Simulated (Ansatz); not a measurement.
# CH3FS2: one species, many methods

An exercise on one series of results from a longer session: the logs are not shown, and one member is left open.

Program: Ansatz 0.2.0, Gaussian basis. Level of theory: functionals in def2-TZVPP, the program's frozen cores in correlated methods. These are calculated values, not measurements.

Levels to be run: LDA (SPW92), PBE-D4, revPBE-D4, BLYP-D4, r2SCAN-D4, B97M-V, PBE0-D4, B3LYP-D4, r2SCANh-D4, r2SCAN0-D4, HSE06-D4, BHLYP-D4, CAM-B3LYP-D4, LC-ωPBE, ωB97X-V, ωB97M-V, B2PLYP, PBE-QIDH; CCSD(T)/def2-SVP; CCSD(T)/def2-TZVPP; MP2/def2-QZVPP; extrapolation to the limit; RPA on PBE.

## Structure used throughout

The geometry comes from an earlier relaxation with PBE0-D4 in a triple-zeta def2 set; it is a stationary point, not always the lowest conformer.

SMILES `FCSS`, 7 atoms, charge 0, spin multiplicity 1.

Atoms are counted from 1 here; the program's logs count them from 0.

Bond lengths: F1–C2 1.372 Å, C2–S3 1.789 Å, C2–H5 1.095 Å, C2–H6 1.091 Å, S3–S4 2.041 Å, S4–H7 1.347 Å. Angles: F1–C2–S3 112.8°, F1–C2–H5 108.8°, F1–C2–H6 108.5°, S3–C2–H5 105.9°, S3–C2–H6 110.0°, H5–C2–H6 111.0°, C2–S3–S4 102.6°, S3–S4–H7 98.4°.

The first run:

Contents of in.yaml:

```yaml
crystal:
  periodic: [false, false, false]
  atoms:
    - {symbol: F, position_ang: [-1.278126, -0.169882, 0.990962]}
    - {symbol: C, position_ang: [-0.593073, 0.710728, 0.191750]}
    - {symbol: S, position_ang: [0.117643, -0.072849, -1.251290]}
    - {symbol: S, position_ang: [1.756503, -1.016105, -0.484233]}
    - {symbol: H, position_ang: [-1.295034, 1.459539, -0.189187]}
    - {symbol: H, position_ang: [0.192865, 1.178385, 0.786540]}
    - {symbol: H, position_ang: [1.160522, -2.157816, -0.090440]}
basis:
  gaussian: {orbitals: def2-TZVPP}
hamiltonian: {xc: lda}
output: {orbitals: {seedname: orbitals}}
```

The run is started by

```console
ansatz run in.yaml --threads 2 --pin off --events-out ev --progress --plain --max-ram 4352MiB
```

Among the steps run: LDA; PBE-D4 (GGA); revPBE-D4 (GGA); BLYP-D4 (GGA); r2SCAN-D4 (meta-GGA); B97M-V (meta-GGA); B3LYP-D4 (hybrid); r2SCANh-D4 (hybrid); r2SCAN0-D4 (hybrid); HSE06-D4 (hybrid); BHLYP-D4 (hybrid); CAM-B3LYP-D4 (range-separated); LC-ωPBE (range-separated); ωB97X-V (range-separated); ωB97M-V (range-separated); B2PLYP (double hybrid); PBE-QIDH (double hybrid).

One table of the session follows, with a row left open; its other results are not shown here.

It belongs to the step «Frontier levels by functional». 

```
  functional  HOMO (eV)  gap (eV)
 LDA (SPW92)      -6.42      4.34
      PBE-D4      -6.29      4.43
   revPBE-D4          ?         ?
     BLYP-D4      -6.13      4.41
   r2SCAN-D4      -6.55      4.91
      B97M-V      -6.64      5.09
     PBE0-D4      -7.51      6.65
    B3LYP-D4      -7.27      6.18
  r2SCANh-D4      -7.00      5.72
  r2SCAN0-D4      -7.68      6.94
    HSE06-D4      -7.11      5.87
    BHLYP-D4      -8.60      8.84
CAM-B3LYP-D4      -8.84      9.12
     LC-ωPBE     -10.22     11.73
     ωB97X-V      -9.86     11.25
     ωB97M-V      -9.68     10.92
```

**Question.** Estimate the row for revPBE-D4.

**Answer.** HOMO (eV): -6.23; gap (eV): 4.47. In the column «HOMO (eV)» it lies between PBE-D4 (-6.29) and BLYP-D4 (-6.13).
